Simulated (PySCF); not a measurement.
All values below come from PBE-D3(BJ)/def2-TZVP // B3LYP-D3(BJ)/def2-TZVP (PySCF). Gas-phase values, no solvent. Excitations are Tamm–Dancoff values on a coarser integration grid. The basis has no diffuse functions, so Rydberg states are missing or too high.

Reference species (SMILES): `CC` (neutral, multiplicity 1).

```json
{
 "HOMO–LUMO gap": "8.79 eV",
 "brightest of the four lowest singlets (TDA)": "9.97 eV",
 "T1 excitation (TDA)": "8.56 eV",
 "S1–T1 gap (TDA)": "0.32 eV"
}
```

Changed species: `[NH3+][AlH3-]`.

Predict the effect on the HOMO–LUMO gap, brightest of the four lowest singlets (TDA), T1 excitation (TDA) and S1–T1 gap (TDA).

the HOMO–LUMO gap decreases by 3.79 eV, to 5.00 eV; the brightest of the four lowest singlets (TDA) falls by 2.95 eV, to 7.02 eV; the T1 excitation (TDA) falls by 3.67 eV, to 4.89 eV; the S1–T1 gap (TDA) falls by 0.17 eV, to 0.15 eV.
